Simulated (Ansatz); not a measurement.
# C3H5N: one species, many methods

One table from this session's results is given with a row withheld; the runs are named, their logs left out.

Program: Ansatz 0.2.0, Gaussian basis. Level of theory: functionals in def2-TZVPP, the program's frozen cores in correlated methods. These are calculated values, not measurements.

Plan: LDA (SPW92), PBE-D4, revPBE-D4, BLYP-D4, r2SCAN-D4, B97M-V, PBE0-D4, B3LYP-D4, r2SCANh-D4, r2SCAN0-D4, HSE06-D4, BHLYP-D4, CAM-B3LYP-D4, LC-ωPBE, ωB97X-V, ωB97M-V, B2PLYP, PBE-QIDH; CCSD(T)/def2-SVP; CCSD(T)/def2-TZVPP; CCSD(T)/def2-QZVPP; extrapolation to the limit; RPA on PBE.

**The geometry**

An earlier PBE0-D4 in a triple-zeta def2 set relaxation fixed the geometry.

SMILES `C#CNC`, 9 atoms, charge 0, spin multiplicity 1.

Atoms are counted from 1 here; the program's logs count them from 0.

Bond lengths: C1–C2 1.204 Å, C1–H5 1.063 Å, C2–N3 1.338 Å, N3–C4 1.453 Å, N3–H6 1.009 Å, C4–H7 1.091 Å, C4–H8 1.090 Å, C4–H9 1.096 Å. Angles: C2–C1–H5 179.1°, C1–C2–N3 177.6°, C2–N3–C4 118.1°, C2–N3–H6 114.2°, C4–N3–H6 114.6°, N3–C4–H7 108.9°, N3–C4–H8 109.0°, N3–C4–H9 113.1°, H7–C4–H8 108.3°, H7–C4–H9 109.1°, H8–C4–H9 108.5°.

The first run:

in.yaml

```yaml
crystal:
  periodic: [false, false, false]
  atoms:
    - {symbol: C, position_ang: [-0.615832, 0.605454, -2.023858]}
    - {symbol: C, position_ang: [0.009266, 0.441770, -1.008364]}
    - {symbol: N, position_ang: [0.709624, 0.205991, 0.106519]}
    - {symbol: C, position_ang: [0.090020, -0.595806, 1.147722]}
    - {symbol: H, position_ang: [-1.153729, 0.750919, -2.928547]}
    - {symbol: H, position_ang: [1.229340, 1.001910, 0.443870]}
    - {symbol: H, position_ang: [0.825671, -0.788442, 1.929400]}
    - {symbol: H, position_ang: [-0.216318, -1.552120, 0.723226]}
    - {symbol: H, position_ang: [-0.789542, -0.115876, 1.592932]}
basis:
  gaussian: {orbitals: def2-TZVPP}
hamiltonian: {xc: lda}
output: {orbitals: {seedname: orbitals}}
```

On the command line:

```console
> ansatz run in.yaml --threads 2 --pin off --events-out ev --progress --plain --max-ram 32768MiB --backend cpu
```

Among the steps run: LDA; PBE-D4 (GGA); revPBE-D4 (GGA); BLYP-D4 (GGA); r2SCAN-D4 (meta-GGA); B97M-V (meta-GGA); PBE0-D4 (hybrid); B3LYP-D4 (hybrid); r2SCANh-D4 (hybrid); r2SCAN0-D4 (hybrid); HSE06-D4 (hybrid); BHLYP-D4 (hybrid); CAM-B3LYP-D4 (range-separated); LC-ωPBE (range-separated); ωB97X-V (range-separated); ωB97M-V (range-separated); B2PLYP (double hybrid); PBE-QIDH (double hybrid).

One of the session's tables, all rows but one given; the rest of the session is left out.

It belongs to the step «Frontier levels by functional». 

| functional | HOMO (eV) | LUMO (eV) | gap (eV) |
| --- | --- | --- | --- |
| LDA (SPW92) | -5.17 | -0.23 | 4.94 |
| PBE-D4 | -5.01 | -0.06 | 4.95 |
| revPBE-D4 | -4.95 | 0.00 | 4.95 |
| BLYP-D4 | ? | ? | ? |
| r2SCAN-D4 | -5.22 | 0.47 | 5.69 |
| B97M-V | -5.28 | 0.23 | 5.51 |
| PBE0-D4 | -6.23 | 0.84 | 7.07 |
| B3LYP-D4 | -6.02 | 0.50 | 6.52 |
| r2SCANh-D4 | -5.68 | 0.80 | 6.48 |
| r2SCAN0-D4 | -6.38 | 1.25 | 7.63 |
| HSE06-D4 | -5.83 | 0.47 | 6.30 |
| BHLYP-D4 | -7.34 | 1.52 | 8.87 |
| CAM-B3LYP-D4 | -7.56 | 1.67 | 9.23 |
| LC-ωPBE | -8.89 | 2.99 | 11.88 |
| ωB97X-V | -8.54 | 2.80 | 11.34 |
| ωB97M-V | -8.44 | 2.36 | 10.80 |

**Question.** Estimate the row for BLYP-D4.

Worked estimate for «HOMO (eV)». Against the share of exact exchange, B3LYP-D4 (0.2, -6.02), BHLYP-D4 (0.5, -7.34) give a slope of -4.40 per unit share; at 0 the line stands at -5.14.

The run gave: HOMO (eV): -4.88; LUMO (eV): -0.05; gap (eV): 4.83. In «HOMO (eV)» the line misses by -0.26.
